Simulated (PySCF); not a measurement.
MgMe2, C2H6Mg.
Cartesian coordinates in Å at the PBE0-D3(BJ)/def2-SVP level; atoms count from 1:
```
atom  x, y, z in Å
Mg1    0.0074    0.0082    0.0001
C2    -0.0040   -0.0136    2.0980
H3    -0.4394    0.9085    2.5219
H4     1.0121   -0.1076    2.5198
H5    -0.5934   -0.8565    2.4998
C6     0.0052    0.0147   -2.0980
H7    -1.0188    0.0165   -2.5113
H8     0.5146   -0.8710   -2.5166
H9     0.5164    0.9008   -2.5137
```

Level of theory: TDDFT B3LYP/def2-SVPD, vertical, gas phase, core orbitals frozen in the response in PySCF 2.14.0, density-fitted response routines.

Transition dipole moments from the ground state, in atomic units and in the frame of the coordinates above (overall signs are arbitrary), for the states with f of 0.002 or more among the lowest 7:

```csv
state,E (eV),μx,μy,μz
S1,5.069,0.000,0.001,-0.190
S3,5.155,0.004,0.011,-1.609
S6,6.500,-0.523,0.726,0.004
S7,6.500,-0.725,-0.523,-0.005
```

(1) What oscillator strength does each state have?

(2) How is the summed strength of these states shared among x, y and z?

(3) What peak molar absorption coefficient would the strongest computed level give as a lone Gaussian band 0.5 eV wide at half height?

Results:

(1) f = (2/3) ΔE |μ|² with ΔE in hartree (27.2114 eV).

```json
{"state": "S1", "|μ|² (au)": "0.036", "|μ| (D)": "0.48", "f": "0.004"}
{"state": "S3", "|μ|² (au)": "2.591", "|μ| (D)": "4.09", "f": "0.327"}
{"state": "S6", "|μ|² (au)": "0.800", "|μ| (D)": "2.27", "f": "0.127"}
{"state": "S7", "|μ|² (au)": "0.799", "|μ| (D)": "2.27", "f": "0.127"}
```

(2) (2/3) Σ ΔE μα² gives 0.127 for x, 0.127 for y and 0.332 for z, 0.586 in all.

(3) ε(max) = 2.175×10⁸ f / FWHM, with the width in cm⁻¹. S3: 2.175×10⁸ × 0.3272 / 4033 ≈ 18000 L mol⁻¹ cm⁻¹.

S6/S7 coincide within about 0.01 eV; within a degenerate level the directions of the single components are arbitrary.

The run took 5.4 s on one thread, Arm Neoverse V1, no GPU, on a shared host.
